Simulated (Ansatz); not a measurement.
Two isomers of C3H5FO: A = `C/C(F)=C\O`, B = `CC1(F)CO1`.

Gas-phase electronic energies from Ansatz, PBE0-D4/def2-TZVP geometries. CBS: MP2 limit from def2 TZ/QZ plus the TZ coupled-cluster correction, frozen cores. Functionals use def2-TZVPP. Each species was taken in one conformer, which may not be the lowest.

A:

Z-matrix (Å, degrees):
```
C
C 1 1.479
H 1 1.094 2 110.7
H 1 1.094 2 110.7 3 119.4
H 1 1.092 2 112.1 3 -120.3
F 2 1.354 1 112.8 3 -59.3
C 2 1.327 1 129.8 3 120.7
O 7 1.357 2 126.9 1 0.0
H 7 1.082 2 120.4 1 -180.0
H 8 0.961 7 109.9 2 0.2
```

B:

Z-matrix (Å, degrees):
```
C
C 1 1.490
H 1 1.092 2 109.4
H 1 1.089 2 110.0 3 -119.7
H 1 1.091 2 110.3 3 119.6
F 2 1.362 1 111.2 3 -60.9
C 2 1.453 1 126.5 3 147.1
O 2 1.381 1 118.7 3 73.5
H 7 1.086 2 118.4 1 151.7
H 7 1.087 2 120.6 1 -3.9
```

Q: Which is lower in electronic energy at CCSD(T)/CBS, and by how much? (An estimate is asked.)

A: Ansatz gave: A, by 16.6 kJ/mol.

Q: Give E(B) − E(A) in kJ/mol with PBE-D4, MP2/def2-TZVPP, PBE0-D4, ωB97M-V, B2PLYP, CCSD/def2-TZVPP, r2SCAN-D4. (Estimate.)

A: Ansatz gave: PBE-D4 14.7, MP2/def2-TZVPP 6.8, PBE0-D4 9.7, ωB97M-V 11.7, B2PLYP 18.6, CCSD/def2-TZVPP 12.6, r2SCAN-D4 10.6. None reverses the order clearly.

Largest T1 diagnostic: 0.012.

From PBE to PBE0 (25 % exact exchange), in def2-TZVPP and without D4, E(B) − E(A) moves by −5.0 kJ/mol. In def2-TZVPP, CCSD(T) changes the Hartree–Fock value by −4.4 kJ/mol (the triples alone add +0.5 kJ/mol) and MP2 by −10.8 kJ/mol.
